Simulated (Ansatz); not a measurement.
Two shapes of singlet CH₃NO.

Shape 1:

```xyz
6

C    -0.0267   -0.4249   -0.0925
O    -0.0146   -0.4268    1.1850
N     0.0484    0.6680   -0.8578
H     0.0499   -1.3602   -0.6420
H    -0.0239    0.5722   -1.8969
H    -0.0421    1.6132   -0.4096
```

Shape 2:

```xyz
6

C    -0.0537   -0.4949   -0.0603
O    -0.0501   -0.4980    1.1670
N     0.0287    0.6800   -0.9362
H     0.0855   -1.3254   -0.7067
H     0.0304    0.5454   -1.8422
H    -0.1136    1.6203   -0.3710
```

Basis set: 6-31G (spherical functions). Correlated methods keep 3 orbitals frozen. Charge 0, multiplicity 1.

Computed with Ansatz (development build ahead of 0.2.0); each method stands on the lowest determinant of its kind that the runs found.

Which shape is lower in energy, and by how much in each method?

```tsv
method	E(2) − E(1) (eV)
RHF	0.633
RHF-MP2	0.640
```

Shape 1 is lower.
